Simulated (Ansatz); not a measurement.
Consider the homolysis of the F–Mg bond: `[F][Mg][Cl]` → F• + `[Mg][Cl]`•.

Isolated molecules relaxed with PBE0-D4/def2-TZVP in Ansatz; ΔE leaves out vibrations. CBS: MP2 limit from def2 TZ/QZ plus the TZ coupled-cluster correction, frozen cores. This one scheme is used for every species, atoms too. DFT in def2-TZVPP. HSE06 is defined as in plane-wave codes. Open shells (•) are unrestricted, without spin–orbit coupling. Spin–orbit coupling would lower the free atoms: a little for F. For Mg outer-core shells are correlated without core-valence functions, so the limit isn't a true one: a few kJ/mol of doubt a bond, and 10 to 20 or more in all where bonds break to atoms.

`[F][Mg][Cl]`:

Z-matrix (Å, degrees):
```
Mg
F 1 1.744
Cl 1 2.169 2 180.0
```

`[Mg][Cl]`•:

```xyz
2

Mg   -0.313    0.510    0.929
Cl    0.313   -0.510   -0.929
```

**Question.** What is ΔE at CCSD(T)/CBS? (Estimate.)

**Answer.** Computed: +602.0 kJ/mol.

**Question.** What do these levels give: PBE, HSE06, SCS-MP2/def2-QZVPP, CCSD/def2-QZVPP, HF/CBS(def2), CCSD/CBS(def2)? (An estimate is asked.)

**Answer.** Ansatz gave: PBE 580.3, HSE06 556.1, SCS-MP2/def2-QZVPP 604.8, CCSD/def2-QZVPP 577.6, HF/CBS(def2) 409.2, CCSD/CBS(def2) 592.8 kJ/mol.

Largest T1 diagnostic among the species: 0.010.

From r2SCAN to r2SCAN0 (25 % exact exchange), in def2-TZVPP and without D4, ΔE moves by −21.3 kJ/mol: exact exchange takes away binding that semilocal exchange gives to molecules. In def2-TZVPP, CCSD(T) changes the Hartree–Fock value by +163.1 kJ/mol (the triples alone add +9.2 kJ/mol) and MP2 by +192.6 kJ/mol; breaking electron pairs costs correlation energy, which Hartree–Fock lacks. At CCSD(T), def2-SVP lies −46.7 kJ/mol from the extrapolated value and def2-TZVPP −36.9 kJ/mol: correlation converges slowly with the basis, and small sets miss more of it in the bonded molecule than in its fragments.
